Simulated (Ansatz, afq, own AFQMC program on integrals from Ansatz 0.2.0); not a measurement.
# BC⁺, singlet: AFQMC among the cluster methods

| atom | x (Å) | y (Å) | z (Å) |
| --- | --- | --- | --- |
| B | 0.0000 | 0.0000 | 0.0000 |
| C | 0.0000 | 0.0000 | 1.5282 |

Basis cc-pVDZ. Only valence electrons are correlated. Ansatz 0.2.0 and our own AFQMC program on the same integrals; the CISD trial comes from CCSD amplitudes, and released means the phaseless constraint is let go. Error bars are statistical, one sigma.

Determinant: RHF, the one that the program's search chose, which needn't be the lowest solution. The geometry is a PBE0/def2-TZVP stationary point of this or a neighbouring charge and spin state.

Full CI on the same integrals is exact in this basis and with this determinant's frozen core.

Cautions: higher spins were not checked; restricted determinant unstable towards unrestricted (UHF 3.12 eV lower, ⟨S²⟩ 1.75); the search met a lower determinant of the same kind, perhaps of another symmetry (213 meV lower), and this one is a saddle point; strong correlation (T1 0.050, weight of the determinant 0.78, largest double 0.29); (T) is large, 8 % of the CCSD correlation; (Q) is large, 115 meV, so the cluster series hasn't closed; the CCSDTQ amplitudes may be one of several solutions (largest double 0.92); the released energy hasn't reached full CI (187 meV above it at 2.40 1/Eh), so no released level is given (meV from the phaseless value at times in 1/Eh: -54 ± 27 at 0.24, -73 ± 28 at 0.51, -85 ± 20 at 0.99, -129 ± 31 at 1.62, -138 ± 33 at 2.40); the determinant fills πx and πy unequally, so it mixes two states of the linear molecule, and each level undoes that mixture to a different degree, while full CI gives the lower state, and by Hund's rule a triplet of that filling probably lies lower still; CCSDTQ on the UHF determinant differs (963 meV lower), perhaps since the unrestricted series falls towards higher spin.

* T1 diagnostic: 0.0503
* weight of the determinant in the CISD state: 0.777
* size of the correlated space: 6 electrons in 26 orbitals

Reference: full CI, correlation energy -6.492 eV. The cautions show a poor starting determinant, so the rows tell how each method copes with it here, and full CI is the sure value.

```csv
level,E − E(reference) (mEh),share of correlation (%)
HF,238.59,0.00
MP2,63.40,73.43
CCSD,25.21,89.43
CCSD(T),8.68,96.36
CCSDT,6.09,97.45
CCSDT(Q),1.85,99.22
CCSDTQ,0.35,99.85
ph-AFQMC/CISD,11.95 ± 0.63,94.99
```

CCSDT and higher add their correlation energy to the determinant of the CCSD(T) run, since their own runs factorise the integrals more tightly (a shift of under 2 meV).
